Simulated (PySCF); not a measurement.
## HF at RHF-SCS-MP2

Computed with RHF-SCS-MP2; H def2-TZVPP, F def2-TZVPP; no relativity (PySCF 2.14).

- state: ¹Σ⁺ (singlet), closed shell
- bond length: 1.735 bohr
- harmonic wavenumber: 4147 cm⁻¹
- force constant: 9.70 mdyn/Å
- rotational constant Be: 20.90 cm⁻¹
- anharmonicity ωexe: 86.7 cm⁻¹
- vibration–rotation constant αe: 0.783 cm⁻¹
- well depth De to H + F: 6.06 eV
- dissociation energy D0: 5.81 eV

Correlated steps freeze 1 core orbital. Where the molecule has an RHF reference, its open-shell atoms are computed with UHF.
